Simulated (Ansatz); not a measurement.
Process, species as SMILES: C=O (CH2-O) + 2 [H][H] (H2) → C (CH4) + O (H2O)
B3LYP-D3(BJ)/def2-TZVP geometries, fixed; electronic energies without zero-point terms.

Basis-set convergence of the energy of full hydrogenation at HF with Ansatz (a first-principles code). All functions are spherical. No added dispersion term, no relativity. Functions are those of the species that has most. Reference: the value in aug-cc-pVQZ, -58.50 kcal/mol, itself unsure by roughly 0.06 kcal/mol (its mean distance from def2-QZVPPD, pcseg-3, def2-QZVPP). Deviations are taken from unrounded values.

| basis | functions | energy of full hydrogenation (kcal/mol) | minus reference (kcal/mol) |
|---|---|---|---|
| pcseg-0 | 22 | -63.75 | -5.25 |
| cc-pVDZ | 38 | -57.13 | 1.37 |
| pcseg-1 | 38 | -57.43 | 1.07 |
| def2-SVPD | 59 | -61.85 | -3.35 |
| cc-pVTZ | 88 | -57.82 | 0.68 |
| pcseg-2 | 88 | -58.78 | -0.27 |
| def2-TZVPD | 95 | -57.34 | 1.17 |
| def2-TZVPPD | 111 | -58.89 | -0.39 |
| cc-pVQZ | 175 | -58.11 | 0.39 |
| pcseg-3 | 192 | -58.54 | -0.04 |
| def2-QZVPPD | 195 | -58.54 | -0.03 |

The smallest set listed that lies within 4 kcal/mol of the reference with all its larger relatives (same family, alike in diffuse functions; a set with none counts only in the reference's own line) is cc-pVDZ (38 functions, 1.37 kcal/mol off), level with pcseg-1.
